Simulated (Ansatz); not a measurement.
# C2H5NS (SMILES [H]/N=C(/C)S): entropy by statistical mechanics

A singlet with charge 0, relaxed at PBE/def2-SVP (Ansatz 0.2.0):

```xyz
9

C     0.5447    0.8301   -0.3418
C    -0.0408   -0.5302   -0.0588
N     0.3832   -1.5707   -0.6685
S    -1.3616   -0.5983    1.1789
H     0.9838    1.2714    0.5765
H    -0.2349    1.5283   -0.7102
H     1.3327    0.7215   -1.1098
H    -0.1139   -2.4269   -0.3687
H    -1.4047    0.7284    1.4852
```

Harmonic wavenumbers in cm⁻¹: 174, 185, 329, 408, 485, 610, 836, 842, 965, 1015, 1030, 1229, 1325, 1391, 1400, 1678, 2610, 2976, 3060, 3102, 3371.

Masses in u: C 12.011, N 14.007, S 32.06, H 1.008. Take T = 298.15 K, p = 1 bar, R = 8.3145 J/(mol K), kT/hc = 207.22 cm⁻¹, rigid rotor and harmonic oscillator.

Task: Work out S° at 298 K.

Result: 
1. Translation (Sackur–Tetrode): S = R[3/2 ln M + 5/2 ln T − 1.1517] with M = 75.129 gives 162.7 J/(mol K).
2. Rotation: principal moments 53.587, 105.607, 155.961 u Å² give A, B, C = 0.3146, 0.1596, 0.1081 cm⁻¹; the symmetry number is σ = 1; q = (√π/σ)√((kT/hc)³/ABC) = 71765; S = R(ln q + 3/2) = 105.4.
3. Vibration: with u = ν̃/207.22, each mode gives R[u/(eᵘ − 1) − ln(1 − e⁻ᵘ)]; the sum is 36.5, most from 174 cm⁻¹ (10.0), 185 cm⁻¹ (9.5), 329 cm⁻¹ (5.3).
4. Electronic: R ln 1 = 0.0, from the spin multiplicity alone.
5. Sum: 162.7 + 105.4 + 36.5 + 0.0 = 304.6 J/(mol K).

No measured value is set beside it here. Where a soft mode is a torsion, a harmonic oscillator describes it poorly.
